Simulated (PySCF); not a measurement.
Molecule: SMILES Cn1cnnc1, C$_{3}$H$_{5}$N$_{3}$.

Molfile (atoms numbered from 1):
```
C3H5N3
     RDKit          3D

 11 11  0  0  0  0  0  0  0  0999 V2000
   -1.3561    0.0419    0.4599 C   0  0  0  0  0  0  0  0  0  0  0  0
    0.0010   -0.0023   -0.0223 N   0  0  0  0  0  0  0  0  0  0  0  0
    0.7439   -1.0992   -0.3428 C   0  0  0  0  0  0  0  0  0  0  0  0
    1.9516   -0.7490   -0.6957 N   0  0  0  0  0  0  0  0  0  0  0  0
    2.0278    0.6043   -0.6081 N   0  0  0  0  0  0  0  0  0  0  0  0
    0.8642    1.0369   -0.2037 C   0  0  0  0  0  0  0  0  0  0  0  0
   -1.7788    1.0375    0.2729 H   0  0  0  0  0  0  0  0  0  0  0  0
   -1.9694   -0.6974   -0.0729 H   0  0  0  0  0  0  0  0  0  0  0  0
   -1.4059   -0.1655    1.5398 H   0  0  0  0  0  0  0  0  0  0  0  0
    0.3561   -2.1168   -0.3072 H   0  0  0  0  0  0  0  0  0  0  0  0
    0.5907    2.0778   -0.0334 H   0  0  0  0  0  0  0  0  0  0  0  0
  1  2  1  0
  2  3  1  0
  3  4  2  0
  4  5  1  0
  5  6  2  0
  6  2  1  0
  1  7  1  0
  1  8  1  0
  1  9  1  0
  3 10  1  0
  6 11  1  0
M  END
```

Geometry PBE0-D3(BJ)/def2-SVP throughout; GIAO in PySCF 2.14.0 with density-fitted response routines, gas phase, one conformer, non-relativistic; equivalent atoms averaged; basis pcSseg-2.

For orientation, wB97X-D gives these shifts δ (against TMS, NH3 at the same level): C3/C6 151.9, C1 31.8, N4/N5 377.3, N2 184.4, H10/H11 7.88, H7/H8/H9 3.52 ppm.

A run gave: C3/C6 151.3, C1 33.6, N4/N5 377.3, N2 183.3, H10/H11 7.75, H7/H8/H9 3.47 ppm (shifts δ (against TMS, NH3 at the same level)).

Task: Which functional was used in that run?
A. WP04
B. LC-wPBE
C. BHandHLYP
D. CAM-B3LYP
E. B97-2

Result: A. C1 tells them apart best: WP04 gives 33.6, BHandHLYP gives 30.9, CAM-B3LYP gives 31.0, LC-wPBE gives 31.7, B97-2 gives 31.6 ppm.
